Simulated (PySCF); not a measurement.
# Ways to converge the SCF of AlF⁺

The same problem is solved with other solver options, one edit a run.

Program: PySCF 2.14.0. Level of theory: method and basis as typed in the scripts. These are calculated values, not measurements.

3 further runs of the same task are left out: 3 that didn't finish.

## (1) The system as given

AlF⁺: 2 atoms, charge 1, spin multiplicity 2.

Bond lengths: Al1–F2 1.547 Å.

## (2) Base script

Input file input.py:

```python
from pyscf import gto, scf, tdscf

mol = gto.M(
    atom='Al 0 0 0; F 0 0 1.547',
    basis='3-21g',
    charge=1,
    spin=1,
    symmetry=True,
    verbose=4,
)
mf = scf.UHF(mol)
mf.kernel()
td = tdscf.TDA(mf)
td.nstates = 6
td.kernel()
td.analyze()
mf.dip_moment()
print('orbital energies (hartree):', [e[max(0, n-3):n+3].round(4) for e, n in zip(mf.mo_energy, mol.nelec)])
```

Run with:

```sh
$ OMP_NUM_THREADS=1 python input.py
```

The log of this run is left out.

It gives: E(SCF) = -339.240013 Eh, 10 cycles, ⟨S²⟩ = 0.752, excitations 5.92, 5.92, 7.76, 7.76, 8.50 eV.

The bond length is a typed value, not an optimised one. The dipole of an ion depends on the origin.

## (3) Initial guess atom

Variant 1 changes initial guess: minao → atom.

Input file input.py:

```python
from pyscf import gto, scf, tdscf

mol = gto.M(
    atom='Al 0 0 0; F 0 0 1.547',
    basis='3-21g',
    charge=1,
    spin=1,
    symmetry=True,
    verbose=4,
)
mf = scf.UHF(mol)
mf.init_guess = 'atom'
mf.kernel()
td = tdscf.TDA(mf)
td.nstates = 6
td.kernel()
td.analyze()
mf.dip_moment()
print('orbital energies (hartree):', [e[max(0, n-3):n+3].round(4) for e, n in zip(mf.mo_energy, mol.nelec)])
```

Run with:

```sh
$ OMP_NUM_THREADS=1 python input.py
```

## (4) Level shift 0.3 hartree

Variant 2 changes level shift: none → 0.3 hartree.

Edit input.py of step 2 so:

```diff
@@ -11,2 +11,3 @@
 mf = scf.UHF(mol)
+mf.level_shift = 0.3
 mf.kernel()
```

## (5) Level shift 0.5 hartree

Variant 3 changes level shift: none → 0.5 hartree.

Edit input.py of step 2 so:

```diff
@@ -11,2 +11,3 @@
 mf = scf.UHF(mol)
+mf.level_shift = 0.5
 mf.kernel()
```

What does the calculation give? Wanted: for each run, E(SCF); from base; gap, α spin; after the SCF.

**Answer**, as computed:

| run | E(SCF) (hartree) | from base (eV) | cycles | gap, α spin (eV) | after the SCF |
| --- | --- | --- | --- | --- | --- |
| base | -339.240013 | 0 | 10 | 13.14 | lowest root found 5.92 eV |
| initial guess atom | -339.240013 | 0.0000 | 10 | 13.14 | lowest root found 5.92 eV |
| level shift 0.3 hartree | -339.240013 | 0.0000 | 13 | 13.14 | lowest root found 5.92 eV |
| level shift 0.5 hartree | -339.240013 | 0.0000 | 16 | 13.14 | lowest root found 5.92 eV |

Distance from each run's final energy (log10 hartree) by cycle:

| run | cycle 1 | cycle 2 | cycle 3 | cycle 5 | cycle 8 | cycle 12 |
| --- | --- | --- | --- | --- | --- | --- |
| base | -1.2 | -1.8 | -2.8 | -4.9 | -8.2 | done |
| initial guess atom | -1.2 | -1.7 | -2.8 | -5.0 | -8.2 | done |
| level shift 0.3 hartree | -1.2 | -1.8 | -2.2 | -3.4 | -5.7 | -9.3 |
| level shift 0.5 hartree | -1.1 | -1.6 | -2.0 | -2.9 | -4.6 | -7.3 |

**Reading.** The SCF energy stays the same, to the digits that matter, with initial guess atom or level shift 0.3 hartree or level shift 0.5 hartree. The base needs 10 cycles and the run with level shift 0.5 hartree needs 16.
